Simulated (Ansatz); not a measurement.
## Scan of SiH₄, singlet

Starting geometry (PBE0/def2-TZVP stationary point for this spin, not checked as a minimum):

```xyz
5

Si    0.0000    0.0000    0.0000
H     0.8558    0.8587    0.8568
H    -0.8596   -0.8544    0.8574
H    -0.8547    0.8555   -0.8611
H     0.8584   -0.8599   -0.8531
```

From there H5 moves along the line of the two atoms named below, all else staying in place; atoms are numbered as listed. Energies are in eV, counted from the starting geometry at the same level. Kohn–Sham curves are unrestricted where that lies lower.

Basis cc-pVDZ; Ansatz 0.2.0. Correlated methods freeze the noble-gas cores. R marks a restricted (for open shells ROHF) determinant, U an unrestricted one. Active spaces: valence = (8e, 8o) chosen from the atoms' valence shells.

Unrestricted rows (U, and Kohn–Sham where it breaks symmetry) aren't spin-pure: their determinants' ⟨S²⟩ exceeds S(S+1) by up to 1.00, so they mix in states of higher spin. Runs in a small pair space aren't shown, since their orbitals change along the scan.

Full CI isn't at hand for all of this; RCCSDT(Q) serves as the reference, and is uncertain by the last step of the cluster series or more. The frozen core follows each run's orbitals, which can shift R against U totals by a few meV.

```json
{"distance Si1-H5 (Å)": "1.165", "RCCSDT(Q)": "1.587", "curve A": "1.586", "curve B": "1.565", "curve C": "1.578", "curve D": "1.585"}
{"distance Si1-H5 (Å)": "1.360", "RCCSDT(Q)": "0.189", "curve A": "0.189", "curve B": "0.185", "curve C": "0.181", "curve D": "0.188"}
{"distance Si1-H5 (Å)": "1.485", "RCCSDT(Q)": "0.000", "curve A": "0.000", "curve B": "0.000", "curve C": "0.000", "curve D": "0.000"}
{"distance Si1-H5 (Å)": "1.610", "RCCSDT(Q)": "0.108", "curve A": "0.107", "curve B": "0.111", "curve C": "0.121", "curve D": "0.109"}
{"distance Si1-H5 (Å)": "1.805", "RCCSDT(Q)": "0.583", "curve A": "0.582", "curve B": "0.594", "curve C": "0.629", "curve D": "0.586"}
{"distance Si1-H5 (Å)": "2.075", "RCCSDT(Q)": "1.442", "curve A": "1.441", "curve B": "1.489", "curve C": "1.570", "curve D": "1.450"}
{"distance Si1-H5 (Å)": "2.694", "RCCSDT(Q)": "3.047", "curve A": "3.043", "curve B": "3.347", "curve C": "3.446", "curve D": "3.115"}
```

(1) The curves come from B2PLYP, MRCISD+Q (valence space), UCCSD(T), UMP2. Compare each with RCCSDT(Q) and say which is which.

In so small a basis the reference is far from its limit. A double hybrid takes much of its correlation from a semilocal functional, which needs less basis, so its difference from the reference holds the reference's basis and frozen-core error beside its own.

Answers

(1) A: MRCISD+Q (valence space), B: B2PLYP, C: UMP2, D: UCCSD(T). Spread of the error against RCCSDT(Q), over the points where both stand: A 0.004, B 0.322, C 0.408, D 0.070 eV.
